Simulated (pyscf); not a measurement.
Thermochemistry of product channels of HN=SiH–Cl (SMILES N=[SiH]Cl) on the singlet surface, in kJ/mol, from CCSD(T)/def2-TZVPP + ΔMP2(QZVPP) energies (ideal gas, 1 atm, RRHO with modes under 100 cm⁻¹ raised to 100, one conformer, R ln 2 for chiral ones without a mode under 150 cm⁻¹). Structures and frequencies: ωB97X-D3(BJ)/def2-SVP in PySCF. Correlated levels are frozen-core, on RHF or UHF. ΔMP2 is the change of the MP2 total energy from the triple- to the quadruple-zeta basis.

```
products                                                ΔE  ΔH(298 K)  ΔG(900 K)  ΔG(1200 K)
--------------------------------------------------  ------  ---------  ---------  ----------
HN=Si: (SMILES N=[Si]) [singlet] + HCl (SMILES Cl)  +101.0      +97.7      -12.3       -47.9
H₂N–Si:–Cl (SMILES N[Si]Cl) [singlet]                -97.9      -88.4      -88.6       -88.1
```

The channel to HN=Si: [singlet] + HCl turns favourable between 298 and 1200 K (ΔG from +61.2 kJ/mol to -47.9 kJ/mol).

These are energies of the channels, which say nothing of barriers. The CCSD(T) − MP2 part came from Ansatz, without density fitting, on the same reference.
